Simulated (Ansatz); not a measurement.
Worked example: N–CH3⁺, quartet against N–CH3, triplet

Geometry (PBE0/def2-TZVP stationary point of a triplet), kept for both states:

| atom | x (Å) | y (Å) | z (Å) |
| --- | --- | --- | --- |
| N | -0.7673 | 0.0072 | 0.0072 |
| C | 0.6359 | -0.0060 | -0.0060 |
| H | 1.0187 | -1.0379 | -0.0046 |
| H | 1.0416 | 0.5087 | 0.8782 |
| H | 1.0248 | 0.5001 | -0.9026 |

Basis cc-pVDZ; Ansatz 0.2.0. Only valence electrons are correlated (noble-gas cores frozen). Prefix R: restricted or restricted open-shell reference; prefix U: unrestricted.

Full CI isn't at hand for all of this; UCCSDT(Q) serves as the reference, and is uncertain by the last step of the cluster series or more.

```json
{"level": "UHF", "E(N–CH3, triplet) (hartree)": "-94.011137", "E(N–CH3⁺, quartet) (hartree)": "-93.614505"}
{"level": "UMP2", "E(N–CH3, triplet) (hartree)": "-94.254362", "E(N–CH3⁺, quartet) (hartree)": "-93.820831"}
{"level": "UCCSD(T)", "E(N–CH3, triplet) (hartree)": "-94.295516", "E(N–CH3⁺, quartet) (hartree)": "-93.861408"}
{"level": "PBE", "E(N–CH3, triplet) (hartree)": "-94.424791", "E(N–CH3⁺, quartet) (hartree)": "-93.978977"}
{"level": "wB97M-V", "E(N–CH3, triplet) (hartree)": "-94.501527", "E(N–CH3⁺, quartet) (hartree)": "-94.053046"}
{"level": "UCCSDT(Q)", "E(N–CH3, triplet) (hartree)": "-94.296568", "E(N–CH3⁺, quartet) (hartree)": "-93.862537"}
```

Task: Give the vertical gap, N–CH3⁺ quartet less N–CH3 triplet, at each level in eV (1 hartree = 27.2114 eV), and each error against UCCSDT(Q).

Result: UCCSDT(Q): (-93.862537 − (-94.296568)) × 27.2114 = 11.811 eV (the reference)
wB97M-V: (-94.053046 − (-94.501527)) × 27.2114 = 12.204 eV, error 0.393 eV
PBE: (-93.978977 − (-94.424791)) × 27.2114 = 12.131 eV, error 0.320 eV
UCCSD(T): (-93.861408 − (-94.295516)) × 27.2114 = 11.813 eV, error 0.002 eV
UMP2: (-93.820831 − (-94.254362)) × 27.2114 = 11.797 eV, error -0.014 eV
UHF: (-93.614505 − (-94.011137)) × 27.2114 = 10.793 eV, error -1.018 eV

Total energies of functionals can't be set beside those of wave-function methods, since they hold the core's correlation and their own absolute errors; only the differences compare.

In so small a basis the reference is far from its limit while semilocal and hybrid functionals are nearer theirs, so the functionals' errors here hold much of the reference's basis and frozen-core error, which can add to them or hide them.

Each level lands on the state that its own search finds. T1 diagnostics of restricted CCSD: 0.020 and 0.028.
